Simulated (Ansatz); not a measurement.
ClNO. The species carries charge 0 and has multiplicity 1. Geometry: relaxed with PBE0-D4/def2-TZVP.

```xyz
3

Cl    0.394    1.435    0.043
N     0.316   -0.502   -0.108
O    -0.710   -0.933    0.066
```

Task: What is the dipole moment at ωB97M-V/def2-TZVPP? (Best estimate.)

Result: The calculation gave: 1.87 D, with components (-0.47, -1.81, -0.06) D in this frame, pointing from negative to positive charge.

Task: And with PBE, r2SCAN, B3LYP? (Estimate.)

Result: Ansatz gave: PBE 1.64 D, r2SCAN 1.76 D, B3LYP 1.69 D.

Task: Give the Mulliken charges with ωB97M-V, PBE, B3LYP in def2-TZVPP. (Estimate.)

Result: Ansatz gave: 
```tsv
atom	ωB97M-V	PBE	B3LYP
Cl1	-0.21	-0.19	-0.20
N2	0.22	0.16	0.20
O3	-0.01	0.02	0.00
```

B3LYP here is the variant with VWN-RPA as its local correlation; programs differ in this.
